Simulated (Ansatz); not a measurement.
**Structure relaxation of SiCl3**

The calculation used Ansatz 0.2.0, DFT PBE, scalar-relativistic, plane waves, PAW. Cutoff 420 eV, Γ-centred k mesh, Gaussian smearing, no spin polarisation in the final step.

This is the end of a relaxation of cell and atoms.

```
Si Cl
1.0
     7.20902    0.00000    0.00000
    -3.60451    6.24319    0.00000
     0.00000    0.00000    7.21057
Si Cl
2 6
Direct
  0.33333 0.66667 0.25000
  0.66667 0.33333 0.75000
  0.02911 0.38114 0.25000
  0.64797 0.02911 0.75000
  0.61886 0.64797 0.25000
  0.97089 0.61886 0.75000
  0.35203 0.97089 0.25000
  0.38114 0.35203 0.75000
```

Formation energies are uncorrected and refer to the elements' standard structures at the same level (Cl₂ as a molecule).

**Question.** What space group does it have?

**Answer.** P6_3/m (No. 176). Conventional cell: a = 7.209 Å, c = 7.211 Å. Around Si lie 3 Cl at 2.13 Å; Cl has 1 Si at 2.13 Å.

**Question.** How far does it lie from the elements in energy?

**Answer.** -0.56 eV/atom.

**Question.** Is it a metal?

**Answer.** Yes, bands cross the Fermi level on the 6×6×6 mesh.

The final run used a 6×6×6 mesh on its 8-atom cell and 0.10 eV smearing. For metals, differences of a few meV/atom aren't resolved. Weakly bound directions are ill-defined at this level, which has no dispersion term. The cell came from a trial start, so SiCl3 may not exist in this structure.

Cost: 3 runs of about 2.7 core-minutes in all, on Intel Xeon 6975P-C (Granite Rapids) (shared hosts).